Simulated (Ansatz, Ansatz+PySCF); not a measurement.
```tsv
atom	x (Å)	y (Å)	z (Å)
Si	0.0000	0.0000	-0.0945
H	0.0000	0.0000	1.3229
```

UHF-MP2 on doublet SiH was run in several spherical basis sets with Ansatz (development build ahead of 0.2.0). Frozen core: 5 orbitals.

Q: Rank the basis sets by the total energy that they give, lowest first, with the distance from the lowest.
A. 6-31G(d)
B. def2-SVP
C. cc-pVTZ
D. cc-pVDZ
E. def2-TZVP

A: C (0.00 eV), E (0.25 eV), D (0.69 eV), A (1.55 eV), B (3.28 eV).

Totals follow the description of the cores as much as that of the bonds, so this order isn't one of quality for chemistry.
